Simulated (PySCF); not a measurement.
Working out the ionisation energy of Li

Li [He] 2s1 (2S) → Li⁺ 1s2 (1S). Calculation: PySCF 2.14, in def2-TZVPPD (5s4p1d, 22 functions); the non-relativistic Hamiltonian (point nucleus). Frozen: nothing. Energies in hartree (1 hartree = 27.21139 eV):

| part | Li (lower) | Li⁺ (upper) |
| --- | --- | --- |
| UHF | -7.432675 | -7.236372 |
| CCSD correlation | -0.035389 | -0.034206 |
| (T) | -0.000018 | 0.000000 |

**Question.** What does Hartree-Fock give?

**Answer.** (-7.236372) − (-7.432675) = 0.196303 hartree = 5.342 eV.

**Question.** What do CCSD and CCSD(T) give?

**Answer.** The CCSD correlation energies differ by 0.001183 hartree = 0.032 eV and the triples by 0.000018 hartree = 0.000 eV, so CCSD gives 5.374 eV and CCSD(T) 5.374 eV.

Measured between the centres of the two terms (NIST): 5.392 eV, so CCSD(T) (valence and next inner shell) is off by -0.018 eV.

What remains against the reference includes basis incompleteness and higher excitations.
